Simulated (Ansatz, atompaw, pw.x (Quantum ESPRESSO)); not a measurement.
# What a changed setting does to a pw.x run (bcc Mg)

Potential: PAW, atompaw 4.2.0.5, PBEsol; core [Ne], reference 3s2 3p0; waves: 3s (bound): rc 2.40 bohr; 3s channel at 2.95 Ry: rc 2.40 bohr; 3p (bound, empty): rc 2.40 bohr; 3p channel at 3.75 Ry: rc 2.40 bohr; 3d channel at 0.3 Ry: rc 2.40 bohr; 3d channel at 2.05 Ry: rc 2.30 bohr; local part: troulliermartins scheme with l = 3 at 0 Ry, radius 1.80 bohr; core correction: smooth core density matched at 1.75 bohr; augmentation: sinc compensation charge, radius 1.95 bohr; PAW radius 2.40 bohr; waves and projectors: custom polynom2 7 10 vanderbiltortho.

The reference run (k-mesh 13³, cutoffs 40/400 Ry, Fermi–Dirac 0.01 Ry, mixing_beta 0.4, conv_thr 1e-9, no spin) gives 0.14 GPa at 22.446 Å³/atom, where all-electron LAPW gives 0.16 GPa. This run, with its own iteration cap, changes nbnd to 1, a wrong or extreme entry chosen on purpose.

```
&control
  calculation='scf', prefix='x', pseudo_dir='./', outdir='./tmp', tstress=.true., disk_io='none'
/
&system
  ibrav=0, nat=1, ntyp=1, ecutwfc=40, ecutrho=400, nbnd=1,
  occupations='smearing', smearing='fd', degauss=0.01
/
&electrons
  conv_thr=1e-09, mixing_beta=0.4, electron_maxstep=70
/
ATOMIC_SPECIES
Mg 1.0 Mg.UPF
CELL_PARAMETERS angstrom
  -1.77702276 1.77702276 1.77702276
  1.77702276 -1.77702276 1.77702276
  1.77702276 1.77702276 -1.77702276
ATOMIC_POSITIONS crystal
Mg 0.0000 0.0000 0.0000
K_POINTS automatic
13 13 13 0 0 0
```

```bash
pw.x < Mg.scf.in > Mg.scf.out
```

Problem. How does the run end?

Solution. It stops with "efermig: internal error, cannot bracket Ef". There must be at least as many bands as half the electrons, and more with smearing.

```
Message from routine setup:
     using ibrav=0 with symmetry is DISCOURAGED, use correct ibrav instead
     lattice parameter (alat)  =       5.8164  a.u.
     unit-cell volume          =     151.4731 (a.u.)^3
     number of electrons       =         2.00
     number of Kohn-Sham states=            1
     kinetic-energy cutoff     =      40.0000  Ry
     charge density cutoff     =     400.0000  Ry
     scf convergence threshold =      1.0E-09
     Exchange-correlation= SLA PW PSX PSC
     number of k points=    84  Fermi-Dirac smearing, width (Ry)=  0.0100
     negative rho (up, down):  7.423E-04 0.000E+00
     iteration #  1     ecut=    40.00 Ry     beta= 0.40
     Error in routine efermig (1):
     internal error, cannot bracket Ef
```

The run took about 1.7 s on one core of a shared host (Intel(R) Xeon(R) 6975P-C, 192 threads, 378 GiB, load 78).
